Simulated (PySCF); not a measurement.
**What each rung costs, and what it gives**

Saddle point of SiH4ClF, closed shell (SiH₂ClF ([F][SiH2][Cl]) + H₂ → SiH₃Cl ([SiH3][Cl]) + HF; bonds formed: Si1–H7, F2–H6; bonds broken: Si1–F2, H6–H7), PBE0-D4/def2-TZVP structure:

Si1  (-0.263, -0.257, -0.232)
F2  (0.396, 0.359, 1.474)
H3  (-0.263, -0.321, -1.719)
H4  (-0.136, -1.642, 0.250)
Cl5  (-2.042, 0.703, 0.088)
H6  (1.098, 0.612, 0.562)
H7  (1.209, 0.546, -0.424)
(Å)

Barriers are electronic and count from the start structure reached by relaxing down the imaginary mode.

Program: PySCF 2.14 with density fitting (its default auxiliary sets; JK sets also for MP2 and CCSD(T)). Basis: as named in each row. Cores are frozen in the correlated methods. B3LYP uses VWN-RPA correlation. Extrapolation: Hartree–Fock as exp(−7.88 √X), correlation as X^−2.97.

Times are rough, for one single point on 4 threads of a shared host (Arm Neoverse V1).

The estimate by CCSD(T) at an estimated basis limit (MP2 extrapolated from triple and quadruple zeta, plus CCSD(T) − MP2 in triple zeta) is 2.748 eV.

| method | basis | time (s) | barrier (eV) | method less estimate |
| --- | --- | --- | --- | --- |
| HF | STO-3G | under 1 | 4.266 | 1.518 |
| B3LYP-D4 | 6-31G | 2 | 2.507 | -0.242 |
| PBE0-D4 | def2-SVP | 3 | 2.284 | -0.464 |
| PBE-D4 | def2-SVP | 4 | 2.089 | -0.659 |
| MP2 | def2-QZVPP | 4 | 2.743 | -0.005 |
| SPW92 | def2-TZVPP | 6 | 1.909 | -0.839 |
| CCSD(T) | def2-SVP | 7 | 2.671 | -0.077 |
| PBE0-D4 | def2-TZVPP | 7 | 2.484 | -0.264 |
| BHLYP-D4 | def2-TZVPP | 7 | 2.892 | 0.144 |
| PBE-D4 | def2-TZVPP | 8 | 2.288 | -0.460 |
| B3LYP-D4 | def2-TZVPP | 8 | 2.669 | -0.079 |
| r2SCAN-D4 | def2-TZVPP | 17 | 2.504 | -0.244 |
| wB97M-V | def2-TZVPP | 110 | 2.630 | -0.118 |
| CCSD(T) | def2-TZVPP | 180 | 2.762 | 0.013 |

All methods are single points on the PBE0-D4 structures.

T1 diagnostic: at most 0.012.

Labels in which every atom is bracketed show which atoms are joined, not bond orders.
